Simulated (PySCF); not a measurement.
# C5H5P (phosphabenzene): the cost of one run

Programs: PySCF 2.14.0, with density-fitted response routines of our own. Each step states its level of theory. These are calculated values for one molecule in the gas phase, unless marked as measured. Atoms are numbered from 0 throughout.

## 1. The molecule as given

11 atoms, charge 0, multiplicity 1; geometry from: GFN2-xTB. The atoms were then displaced at random by about 0.01 Å, so the start is not that level's minimum.

Bonds of the start (Å): C0–C1 1.40, C1–C2 1.38, C2–P3 1.77, P3–C4 1.70, C4–C5 1.39, C5–C0 1.35, C0–H6 1.10, C1–H7 1.07, C2–H8 1.06, C4–H9 1.08, C5–H10 1.07.

## 2. Relaxing the molecule at PBE0-D3(BJ)/def2-SVP

What the job is given:

```
{"job": {"xc": "PBE0", "basis": "def2-SVP", "d3": "d3bj", "grid": 1, "shake": 0.01, "kind": "geom"}, "charge": 0, "multiplicity": 1}
C     -0.020380     1.117710    -0.055130
C     -1.236910     0.429410    -0.025420
C     -1.313980    -0.944230     0.034370
P      0.106530    -2.005810     0.090360
C      1.356680    -0.852760     0.028950
C      1.193810     0.526340    -0.030410
H     -0.070290     2.219960    -0.112650
H     -2.144600     0.996220    -0.053580
H     -2.271500    -1.406630     0.085870
H      2.363950    -1.246960     0.071120
H      2.074810     1.140910    -0.049130
```

Started as:

```bash
OMP_NUM_THREADS=1 python probes_run.py task.json out
```

One launch serves the whole session: the jobs run in the order shown.

Q: Estimate the wall time and peak memory of this first job on 1 thread of Arm Neoverse V2, shared host.

About 21 s, with a peak of 0.47 GiB.
